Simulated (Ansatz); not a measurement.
A calculation with Ansatz (development build ahead of 0.2.0).

```yaml
crystal:
  periodic: [false, false, false]
  atoms:
    - { symbol: O, position_ang: [0.02351, -0.04483, -0.11657] }
    - { symbol: H, position_ang: [-0.03929, 0.78556, 0.54375] }
    - { symbol: H, position_ang: [0.07945, -0.71557, 0.50579] }
basis:
  gaussian: { orbitals: cc-pVDZ }
hamiltonian:
  xc: hf
correlation:
  method: mp2
  frozen_orbitals: { H: 0, O: 1 }
```

The input is written out in the form of the current development build from the run's settings.

Output:

```json
{"Converged": "yes", "Reference energy": "-76.01383 hartree", "Correlation energy": "-0.20448 hartree", "Total energy": "-76.21832 hartree", "Spin squared of the determinant": "0.000"}
```
